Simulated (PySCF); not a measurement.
# Dipole moment and polarisability of `C#C[C@@H]1CS1`

C₄H₄S.
SMILES with atom numbers: `[CH:1]#[C:2][C@@H:3]1[CH2:4][S:5]1` (hydrogens: H6 on C1; H7 on C3; H8, H9 on C4)

Structure used (PBE0-D3(BJ)/def2-SVP), in Å, numbered top down from 1:
```
atom  x, y, z in Å
C1     2.2120    0.2032   -0.2141
C2     1.0684    0.0514    0.1556
C3    -0.2787   -0.1606    0.6107
C4    -1.4026   -0.2302   -0.3634
S5    -1.4261    1.2623    0.6470
H6     3.2241    0.3466   -0.5442
H7    -0.3598   -0.8036    1.4953
H8    -1.1582   -0.0881   -1.4208
H9    -2.1945   -0.9600   -0.1657
```

Level: CAM-B3LYP/def2-SVPD (PySCF), static field, nuclei fixed, core orbitals frozen in the response. The polarisability tensor in these axes (au):

```
x   85.39 -4.60 -6.93
y   -4.60 58.10  3.65
z   -6.93  3.65 53.30
```

Give the principal values, the mean and the anisotropy Δα = √{½[(α1 − α2)² + (α2 − α3)² + (α1 − α3)²]}.

Principal values 50.80, 58.24 and 87.76 au; mean 65.60 au = 9.72 Å³ = 10.82 × 10⁻⁴⁰ C²·m²/J; Δα = 33.86 au (52 % of the mean).

What is the dipole moment, and where does it point?

(0.20, -1.51, -0.58) D, 1.63 D in size, pointing from the negative to the positive side. Measured along this direction, the outermost atoms are S5 at the negative end and H9 at the positive end.

What depolarisation ratio follows for Rayleigh scattering of linearly polarised light, taking the static tensor?

ρ = 3Δα²/(45ᾱ² + 4Δα²) = 3438.5/(193645 + 4584.7) = 0.0173.

Along which axes do the principal values lie, and how far do the nuclei extend along each?

Largest value along (0.96, -0.18, -0.21), where the nuclei span 5.06 Å; middle along (0.24, 0.91, 0.34), 2.48 Å; least along (0.13, -0.37, 0.92), 3.05 Å. The strongest response lies along the longest span, while the other two are in reverse order.

Find the Langevin capture rate constant for NH4+ (18.034 u) meeting this molecule (84.003 u), k = 2.342 × 10⁻⁹ cm³/s × √(α in Å³ / reduced mass in u).

The reduced mass is 14.85 u, so k = 1.90 × 10⁻⁹ cm³/s. The formula leaves out the permanent dipole, which adds to the capture rate.

What molar refraction does this α imply?

Lorentz–Lorenz: R = (4π/3)N_A α = 2.5225 cm³/(mol·Å³) × 9.72 Å³ = 24.5 cm³/mol, in the limit of long wavelengths.

Geometry: PBE0-D3(BJ)/def2-SVP; no solvent, vibrations or thermal averaging.
